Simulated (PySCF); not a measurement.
**The bond of LiMg−, level by level**

What are the lowest state that PBE0 finds, the bond length, vibrational wavenumber and bond energy of LiMg−, and how much do these hang on the method?

Computed with PySCF 2.14.0. Level: Li aug-cc-pVDZ-DK, Mg aug-cc-pVDZ-DK, spin-free X2C with a Gaussian nucleus.

4 further runs of the same task are left out: 4 set aside as unsound or not needed.

## 1. The job

A driver script around PySCF takes these settings:

```
atoms                         : Li, Mg
charge                        : -1
basis                         : Li aug-cc-pVDZ-DK, Mg aug-cc-pVDZ-DK
Hamiltonian                   : spin-free X2C with a Gaussian nucleus
basis functions               : 50
electrons treated             : 16
masses in u                   : 7.0160, 23.9850
levels                        : PBE0, PBE, r²SCAN, r²SCAN0, M06-L, M06-2X, CAM-B3LYP, MP2, SCS-MP2, CCSD, CCSD(T)
grid                          : 80 radial by 434 angular points
occupations                   : held fixed by the projection of orbital angular momentum
dissociation limit            : Li− + Mg, each in its ground configuration
starting distance in angstrom : 2.740
values of 2S to try           : 0, 2
```

The run is started by

```bash
OMP_NUM_THREADS=1 python dia.py task.json out
```

The runs that follow: The PBE0 curve of the state that the search chose; PBE (GGA); r²SCAN (meta-GGA); r²SCAN0 (hybrid meta-GGA); M06-L; M06-2X (hybrid meta-GGA); CAM-B3LYP (range-separated hybrid); Correlated methods on the Hartree–Fock reference.

Q: Predict the outcome of this session. Wanted: for each run, Re; ωe; De; μ.

**Answer**, as computed:

Lowest PBE0 solution found, without spin–orbit coupling: ¹Σ⁺ (singlet), closed shell.

```tsv
level	Re (Å)	ωe (cm⁻¹)	De (eV)	μ (D)
RHF-MP2	3.510	123.1	0.248	n/a
RHF-SCS-MP2	3.579	110.1	0.208	n/a
RHF-CCSD	3.515	120.1	0.215	n/a
RHF-CCSD(T)	3.415	139.9	0.291	n/a
PBE	3.381	148.2	0.431	7.22
r²SCAN	3.405	149.2	0.412	7.43
M06-L	3.390	142.1	0.326	7.88
PBE0	3.435	141.7	0.379	7.38
r²SCAN0	3.446	141.3	0.370	7.48
M06-2X	3.533	119.3	0.272	8.82
CAM-B3LYP	3.581	109.2	0.196	8.45
```

De is counted to Li− + Mg in their ground configurations. A positive dipole points from Li to Mg; in an ion it is taken about the centre of mass and does not tell which atom is negative.

**Reading.** Bond lengths run from 3.381 Å (PBE) to 3.581 Å (CAM-B3LYP). Of the levels with a De here, CAM-B3LYP gives the least (0.196 eV) and PBE the most (0.431 eV).

Correlated steps freeze 1 core orbital. The bond is weak, and basis-set superposition, which was not computed, may be a sizeable part of it. T1 is 0.026 near the minimum (highest on the curve 0.029), which may point to more than one leading configuration. With some functionals the highest level of the anion is positive, from self-interaction error or because the anion is truly unbound there; the finite basis then holds the extra electron, and no neutral molecule was run to test the binding.
